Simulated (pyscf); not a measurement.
**Four-centre exchange: H₃C–SnH₃ + hydrogen fluoride (HF) → methane (CH₄) + F–SnH₃**

Gas phase, singlet surface, charge 0. Bonds broken: C1–Sn2, F9–H10. Bonds formed: C1–H10, Sn2–F9. Optimised with ωB97X-D3(BJ)/def2-SVP in PySCF. Correlated levels are frozen-core, on RHF or UHF. ΔMP2 is the change of the MP2 total energy from the triple- to the quadruple-zeta basis.

Transition state (Å):

```xyz
10

C     -1.4439    -0.9164     0.0833
Sn    -0.1175     1.1288    -0.1264
H     -0.8347    -1.3388     0.8955
H     -1.8182    -1.7709    -0.5094
H     -2.3268    -0.4132     0.5038
H     -0.4766     1.2682     1.5554
H      1.5645     0.9301    -0.2708
H     -0.8555     2.4434    -0.9119
F     -0.3428    -0.0280    -2.0186
H     -0.9072    -0.5511    -1.1015
```

One imaginary mode, 1173i cm⁻¹; descent along it reached the two sides named.

| bond | change | reactant side (Å) | saddle | product side |
|---|---|---|---|---|
| C1–Sn2 | breaks | 2.136 | 2.447 | 4.1 |
| F9–H10 | breaks | 0.929 | 1.197 | 2.306 |
| C1–H10 | forms | 3.3 | 1.351 | 1.099 |
| Sn2–F9 | forms | 3.2 | 2.229 | 1.951 |

Electronic energies relative to the separated reactants (eV):

```tsv
level	barrier	reaction energy	reverse barrier
ωB97X-D3(BJ)/def2-TZVP	1.17	-0.85	2.02
PBE/def2-TZVP	0.93	-0.91	1.83
r²SCAN/def2-TZVP	0.96	-0.95	1.92
B3LYP-D3(BJ)/def2-TZVP	1.12	-0.94	2.06
PBE0-D3(BJ)/def2-TZVP	1.10	-0.81	1.90
M06-2X/def2-TZVP	1.06	-0.99	2.05
ωB97M-D3(BJ)/def2-TZVP	1.18	-0.88	2.06
HF/def2-TZVP	1.87	-1.03	2.90
MP2/def2-QZVPP	1.29	-0.69	1.99
CCSD/def2-TZVPP	1.48	-0.72	2.21
CCSD(T)/def2-TZVPP	1.37	-0.70	2.08
CCSD(T)/def2-TZVPP + ΔMP2(QZVPP)	1.32	-0.73	2.05
```

With CCSD(T)/def2-TZVPP + ΔMP2(QZVPP) energies and thermal terms (ideal gas, 1 atm, RRHO with modes under 100 cm⁻¹ raised to 100, one conformer, R ln 2 for chiral ones without a mode under 150 cm⁻¹), in eV:

```json
[
 {"T (K)": "298", "ΔH‡": "1.25", "ΔG‡": "1.66", "ΔH": "-0.71", "ΔG": "-0.69"},
 {"T (K)": "600", "ΔH‡": "1.23", "ΔG‡": "2.08", "ΔH": "-0.75", "ΔG": "-0.65"},
 {"T (K)": "900", "ΔH‡": "1.25", "ΔG‡": "2.50", "ΔH": "-0.78", "ΔG": "-0.60"},
 {"T (K)": "1200", "ΔH‡": "1.27", "ΔG‡": "2.92", "ΔH": "-0.80", "ΔG": "-0.54"}
]
```

This is the saddle that the search found; another between the same sides may lie lower. The CCSD(T) − MP2 part came from Ansatz, without density fitting, on the same reference. The frozen core leaves the outer d or s,p core shells of the metals and heavy elements correlated in the MP2 and CC values, and def2-TZVPP describes them poorly, which can shift differences by a few kcal/mol. Elements past Kr carry the def2 core potentials, without spin-orbit coupling.
